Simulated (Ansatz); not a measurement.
fcc Pb was calculated with PBEsol+SOC in Ansatz (PAW).

Settings: plane-wave cutoff 520 eV, 20×20×20 k mesh, Fermi–Dirac smearing 0.05 eV, PAW data made under PBE.

Results at a series of volumes:

```tsv
V (Å³/atom)	E − E_lowest (meV/atom)	P (GPa)
28.261	17.15	3.23
28.863	7.32	2.03
29.464	1.76	0.96
30.065	0.00	0.00
30.667	1.64	-0.86
31.268	6.30	-1.62
31.869	13.66	-2.29
```

### Question
Estimate the bulk modulus from the pressures at 29.464 and 30.667 Å³/atom, and compare it with a fit to all energies.

### Answer
B = −V dP/dV. Between V = 29.464 and 30.667 Å³/atom, dP/dV = (-0.86 − (0.96))/(30.667 − 29.464) = -1.51 GPa per Å³/atom; at the midpoint 30.066 Å³/atom this gives B ≈ 45.5 GPa. The third-order Birch–Murnaghan fit gives V0 = 30.065 Å³/atom, B0 = 45.1 GPa, B′ = 4.7, which lies within 1 % of that estimate.

Measured, for comparison: bulk modulus 47 GPa (corrected for temperature and zero-point phonon effects; as tabulated in Levämäki et al. (2014), arXiv:1402.3671); equilibrium volume per atom 29.45 Å³/atom (low-temperature or extrapolated to 0 K; zero-point anharmonic expansion removed; as tabulated in Csonka et al. (2009), arXiv:0903.4037). Computed (rounded) less measured: bulk modulus -4 %, equilibrium volume per atom +2.1 %.

Static lattice: no zero-point or thermal effects.

Ansatz is a quantum-chemistry and plane-wave program.
